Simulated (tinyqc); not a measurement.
Inside a calculation. Method: extended Hueckel theory, for BH-. The parameters take no account of the charge, which enters only through the electron count, and nothing here shows that the anion is bound. One step of it, computed by the program tinyqc.

Problem. Mulliken analysis. P = C n C^T; charge = valence electrons (B 3, H 1) minus the sum of (P S)_ii on the atom; overlap population = 2 sum P_ij S_ij between two atoms.

coefficients:
```
             MO1        MO2        MO3       MO4        MO5
1B 2s   0.607456  -0.582715   0.000000  0.000000  -0.883491
1B 2px  0.000000   0.000000   0.951389  0.307993   0.000000
1B 2py  0.000000   0.000000  -0.307993  0.951389   0.000000
1B 2pz  0.074767   0.720881   0.000000  0.000000  -1.028305
2H 1s   0.523975   0.288916   0.000000  0.000000   1.309108
```

occupations: 2.000000  2.000000  0.500000  0.500000  0.000000

overlap S, lower triangle:
```
           1B 2s    1B 2px    1B 2py    1B 2pz     2H 1s
1B 2s   1.000000
1B 2px  0.000000  1.000000
1B 2py  0.000000  0.000000  1.000000
1B 2pz  0.000000  0.000000  0.000000  1.000000
2H 1s   0.485885  0.000000  0.000000  0.530321  1.000000
```

Give: charges; Overlap populations.

Solution.

charges: 1B -0.8758, 2H -0.1242

Overlap populations:

| pair | value |
|---|---|
| 2-1 | 0.816318 |
